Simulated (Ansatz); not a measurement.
CH5Al, SMILES `[CH3][AlH2]`, 7 atoms. The species carries charge 0 and has multiplicity 1. All runs use 2 threads of a server CPU on a shared host. Correlated methods freeze the cores. Open-shell runs search over several starts.

Give the basis size and wall time and peak host memory of each of these runs in Ansatz. UKS ωB97M-V/def2-TZVPP energy of the cation; UKS PBE-D4/def2-TZVPP energy of the cation; RHF-CCSD(T)/cc-pV(T+d)Z energy; RHF-CCSD(T)/def2-QZVPP energy; direct RPA on PBE orbitals/def2-TZVPP energy; UHF-CCSD(T)/def2-TZVPP energy of the cation; RKS r2SCANh-D4/def2-TZVPP energy; RKS PBE0-D4/def2-TZVP relaxation (3 steps); RKS ωB97M-V/def2-TZVPP energy and forces; RHF-CCSD(T)/cc-pV(Q+d)Z energy; UKS r2SCAN-D4/def2-TZVPP energy of the cation; RKS BHLYP-D4/def2-TZVPP energy. (An estimate is asked.)

Computed: Other jobs shared the machine, so times are rough.

```tsv
level	job	functions	wall time	peak host memory (GiB)
RKS BHLYP-D4/def2-TZVPP	energy	143	1.2 s	0.22
direct RPA on PBE orbitals/def2-TZVPP	energy	143	1.9 s	0.21
RKS r2SCANh-D4/def2-TZVPP	energy	143	2 s	0.23
RKS ωB97M-V/def2-TZVPP	energy and forces	143	3.9 s	0.28
RKS PBE0-D4/def2-TZVP	relaxation (3 steps)	98	4.3 s	0.16
RHF-CCSD(T)/cc-pV(T+d)Z	energy	139	4.7 s	0.73
UKS PBE-D4/def2-TZVPP	energy of the cation	143	4.9 s	0.23
UKS r2SCAN-D4/def2-TZVPP	energy of the cation	143	6.5 s	0.28
UKS ωB97M-V/def2-TZVPP	energy of the cation	143	16 s	0.47
UHF-CCSD(T)/def2-TZVPP	energy of the cation	143	21 s	1.8
RHF-CCSD(T)/cc-pV(Q+d)Z	energy	269	5.7 min	2.2
RHF-CCSD(T)/def2-QZVPP	energy	277	6.2 min	2.4
```
